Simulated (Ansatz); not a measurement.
# P2 (quintet): wave-function methods side by side, cc-pVTZ

One table from this session's results is given with a row withheld; the runs are named, their logs left out.

Program: Ansatz 0.2.0, Gaussian basis. Level of theory: cc-pVTZ, core rule «outside noble gas», up to 10 orbitals frozen. These are calculated values, not measurements.

To be run: UHF; CCSD(T) on ROHF; CCSD(T) on UHF; BCCD(T) on ROHF; CISD as a restricted active space (open shells left free, so some higher excitations enter); CCSDT(Q) on ROHF; CCSDT(Q) on UHF; CASSCF and MRCISD+Q, 10 electrons in 8 orbitals; CASSCF and NEVPT2, 10 electrons in 8 orbitals.

20 further runs of the same task are left out: 9 that didn't finish, 11 set aside as unsound or not needed. Runs told in other sessions of the task aren't counted.

### What is computed

The geometry is a PBE0/def2-TZVP stationary point (not a proven minimum) of the parent state, kept for this charge and spin.

2 atoms, charge 0, spin multiplicity 5.

Atoms are counted from 1 here; the program's logs count them from 0.

Bond lengths: P1–P2 2.056 Å.

Set-up of the first run:

Contents of in.yaml:

```yaml
crystal:
  periodic: [false, false, false]
  atoms:
    - {symbol: P, position_ang: [0.000000, 0.000000, 0.000000]}
    - {symbol: P, position_ang: [0.000000, 0.000000, 2.055800]}
basis:
  gaussian: {orbitals: cc-pVTZ}
magnetization: {spin_polarized: true, initial_magnetization: 4}
hamiltonian: {xc: hf}
output: {orbitals: {seedname: orbitals}}
```

On the command line:

```console
$ ansatz run in.yaml --threads 1 --pin off --events-out ev --progress --plain --max-ram 2393MiB
```

Among the steps run: UHF; CCSD(T) on ROHF; CCSD(T) on UHF; BCCD(T) on ROHF; CISD as a restricted active space (open shells left free, so some higher excitations enter); CCSDT(Q) on ROHF; CCSDT(Q) on UHF; CASSCF and MRCISD+Q, 10 electrons in 8 orbitals; CASSCF and NEVPT2, 10 electrons in 8 orbitals.

One of the session's tables, all rows but one given; the rest of the session is left out.

```
          method  from UCCSDT(Q) (meV)
            ROHF               +6807.8
             UHF               +6430.5
            RMP2               +1248.8
            UMP2               +1353.2
            CISD                +749.9
           RCCSD                +344.0
           UCCSD                +329.3
        RCCSD(T)                 +59.6
        UCCSD(T)                 +58.9
         BCCD(T)                 +60.3
          RCCSDT                 +16.4
          UCCSDT                 +12.8
       RCCSDT(Q)                  +2.7
       UCCSDT(Q)                     0
  CASSCF valence               +6300.1
  NEVPT2 valence               +1408.4
  MRCISD valence                     ?
MRCISD+Q valence                +107.0
```

Estimate the missing values for MRCISD valence.

As computed: from UCCSDT(Q) (meV): +728.8. In the column «from UCCSDT(Q) (meV)» it lies between RCCSD (+344.0) and CISD (+749.9).

To keep in mind: Restricted and unrestricted rows rest on different reference determinants; a gap between their highest levels can come from leftover correlation error, from unlike frozen cores or from another state.
